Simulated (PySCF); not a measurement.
dichloromethane (CH2Cl2), SMILES C(Cl)Cl.

Geometry optimised at r2SCAN-D4/def2-TZVP.

Two levels are set side by side: PBE/def2-TZVPD (PySCF) and PBE0/def2-TZVPD (PySCF). Same geometry, gas phase. Differences are taken from unrounded values.

```json
[
 {"quantity": "orbital gap (eV)", "PBE0": "8.28", "PBE": "5.85", "PBE minus PBE0": "-2.43"},
 {"quantity": "highest occupied level (eV)", "PBE0": "-8.77", "PBE": "-7.35", "PBE minus PBE0": "1.41"},
 {"quantity": "lowest empty level (eV)", "PBE0": "-0.49", "PBE": "-1.50", "PBE minus PBE0": "-1.01"},
 {"quantity": "dipole moment (D)", "PBE0": "1.65", "PBE": "1.59", "PBE minus PBE0": "-0.07"},
 {"quantity": "mean polarisability (bohr³)", "PBE0": "43.4", "PBE": "45.1", "PBE minus PBE0": "1.7"}
]
```

PBE's occupied levels lie high since its potential decays too fast outside the molecule; exact exchange lowers them and widens the gap. PBE's more diffuse valence density responds more strongly to a field. Differences between two approximate levels are no errors against the true value.

Rough cost on one machine, each run with all the roots and properties that it gave: PBE0 against PBE within a factor of 2.
